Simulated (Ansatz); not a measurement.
`ClCCCl` + HCl → `ClCCl` + `CCl`  (substitution at a C–C bond)

Program: Ansatz. Geometries: PBE0-D4/def2-TZVP. ΔE: electronic, gas phase. CCSD(T)/CBS is extrapolated from def2-TZVPP and def2-QZVPP, frozen cores. DFT in def2-TZVPP. B3LYP here is the variant with VWN-RPA as its local correlation; programs differ in this. Each species was taken in one conformer, which may not be the lowest.

```
         level  ΔE (kJ/mol)
      B3LYP-D4         40.4
MP2/def2-TZVPP         49.9
```

Question: What does CCSD(T)/CBS give? (Best estimate.)

Answer: Computed: +46.6 kJ/mol. The listed levels differ from it by -6.2, 3.3 kJ/mol.

Largest T1 diagnostic among the species: 0.009.

In def2-TZVPP, CCSD(T) changes the Hartree–Fock value by +5.7 kJ/mol (the triples alone add −0.3 kJ/mol) and MP2 by +6.3 kJ/mol. From PBE to PBE0 (25 % exact exchange), in def2-TZVPP and without D4, ΔE moves by +4.5 kJ/mol. The D4 term adds +3.7 kJ/mol with B3LYP and +2.2 kJ/mol with PBE0; it sums over pairs of atoms, weighted by their polarisabilities, and B3LYP, whose exchange is more repulsive, gets the larger term.
